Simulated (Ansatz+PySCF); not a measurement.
Results of a calculation; reference values are marked as such.
# Several solutions for singlet C2H6O

| atom | x (Å) | y (Å) | z (Å) |
| --- | --- | --- | --- |
| O | 0.0000 | 0.0000 | -0.5779 |
| C | 0.0000 | 1.1610 | 0.1881 |
| C | 0.0000 | -1.1610 | 0.1881 |
| H | 0.0000 | 2.0214 | -0.4962 |
| H | -0.8952 | 1.2329 | 0.8396 |
| H | 0.8952 | 1.2329 | 0.8396 |
| H | 0.0000 | -2.0214 | -0.4962 |
| H | 0.8952 | -1.2329 | 0.8396 |
| H | -0.8952 | -1.2329 | 0.8396 |

Basis set: def2-SVP (spherical functions). Charge 0, multiplicity 1.

CASSCF(2,2) was run from several starts with Ansatz (development build ahead of 0.2.0) and PySCF 2.14.0. The starts are those of the Hartree–Fock orbitals from which the active space was taken at the frontier.

```json
{"run": "A", "program": "Ansatz", "start": "stability test followed", "converged": "yes", "energy (hartree)": "-153.97185", "<S²>": "0.00"}
{"run": "B", "program": "PySCF", "start": "program defaults", "converged": "yes", "energy (hartree)": "-153.96791", "<S²>": "0.00"}
{"run": "C", "program": "Ansatz", "start": "search for the lowest state", "converged": "yes", "energy (hartree)": "-153.97185", "<S²>": "0.00"}
{"run": "D", "program": "Ansatz", "start": "atomic start, no search", "converged": "yes", "energy (hartree)": "-153.97185", "<S²>": "0.00"}
```

(1) Which runs reached the lowest solution of this kind, and what is wrong with the others?

Results:

(1) A, C, D reached the lowest solution found. Converged but too high: B by 0.11 eV. Convergence only shows a stationary point; in CASSCF the end hangs on which orbitals enter the active space. Caution: other starts end on other solutions of this active space.
